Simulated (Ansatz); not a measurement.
**AlH3O (triplet): the correlation ladder at distance Al1–H4 along a hydrogen transfer = 1.753 Å, cc-pVDZ**

The task here is to estimate one member of a computed series from the others.

Method: cc-pVDZ, core rule «outside noble gas», up to 6 orbitals frozen; program: Ansatz 0.2.0, Gaussian basis.

To be run: UHF; CCSD(T) on ROHF; CCSD(T) on UHF; BCCD(T) on ROHF; CISD; CCSDT(Q) on ROHF; CCSDT(Q) on UHF; CASSCF and MRCISD+Q, 4 electrons in 4 orbitals; CASSCF and NEVPT2, 4 electrons in 4 orbitals.

13 further runs of the same task are left out: 9 for a known fault of the program, 1 for a mislabelled method, 3 that didn't finish.

### The geometry

The geometry derives from fragments relaxed apart (PBE0/def2-TZVP) and kept rigid, so it is no stationary point. A hydrogen atom is moved between rigid fragments.

5 atoms, charge 0, spin multiplicity 3.

Atoms are counted from 1 here; the program's logs count them from 0.

Bond lengths: Al1–H2 1.586 Å, Al1–H3 1.586 Å, Al1–H4 1.753 Å, H4–O5 1.212 Å. Angles: H2–Al1–H3 120.0°, H2–Al1–H4 120.0°, H3–Al1–H4 120.0°, Al1–H4–O5 180.0°.

The first run:

The input, in.yaml:

```yaml
crystal:
  periodic: [false, false, false]
  atoms:
    - {symbol: Al, position_ang: [-1.034821, 0.000000, 0.000000]}
    - {symbol: H, position_ang: [-1.827745, 1.373384, 0.000000]}
    - {symbol: H, position_ang: [-1.827745, -1.373384, 0.000000]}
    - {symbol: H, position_ang: [0.718179, 0.000000, 0.000000]}
    - {symbol: O, position_ang: [1.930179, 0.000000, 0.000000]}
basis:
  gaussian: {orbitals: cc-pVDZ}
magnetization: {spin_polarized: true, initial_magnetization: 2}
hamiltonian: {xc: hf}
output: {orbitals: {seedname: orbitals}}
```

Command:

```
$ ansatz run in.yaml --threads 1 --pin off --events-out ev --progress --plain --max-ram 2393MiB
```

Among the steps run: UHF; CCSD(T) on ROHF; CCSD(T) on UHF; BCCD(T) on ROHF; CISD; CCSDT(Q) on ROHF; CCSDT(Q) on UHF; CASSCF and MRCISD+Q, 4 electrons in 4 orbitals; CASSCF and NEVPT2, 4 electrons in 4 orbitals.

One of the session's tables, all rows but one given; the rest of the session is left out.

```
       method  from UCCSDT(Q) (kcal/mol)
         ROHF                    +167.45
          UHF                    +158.42
         RMP2                     +24.46
         UMP2                          ?
         CISD                     +15.08
        RCCSD                      +3.56
        UCCSD                      +3.31
     RCCSD(T)                      +0.84
     UCCSD(T)                      +0.82
      BCCD(T)                      +0.83
       RCCSDT                      +0.29
       UCCSDT                      +0.25
    RCCSDT(Q)                      +0.03
    UCCSDT(Q)                          0
  CASSCF pair                    +147.98
  NEVPT2 pair                     +24.46
  MRCISD pair                     +12.52
MRCISD+Q pair                      +1.40
```

**Question.** Estimate the row for UMP2.

As computed: from UCCSDT(Q) (kcal/mol): +27.48. In the column «from UCCSDT(Q) (kcal/mol)» it lies between NEVPT2 pair (+24.46) and CASSCF pair (+147.98).

Among the levels timed on like hardware and quicker than the yardstick, those that no quicker one beats, quickest first: NEVPT2 pair (1.4 s, +24.46 kcal/mol); MRCISD+Q pair (1.5 s, +1.40 kcal/mol); BCCD(T) (3.5 s, +0.83 kcal/mol); UCCSD(T) (6 s, +0.82 kcal/mol).

Limits of these values: Of the multireference levels listed MRCISD+Q pair comes nearest in total energy (+1.40 kcal/mol), which doesn't show that its space is the better one. Restricted and unrestricted rows rest on different reference determinants; where their highest levels disagree by more than a few hundredths of an eV, they describe different states and don't form one ladder.
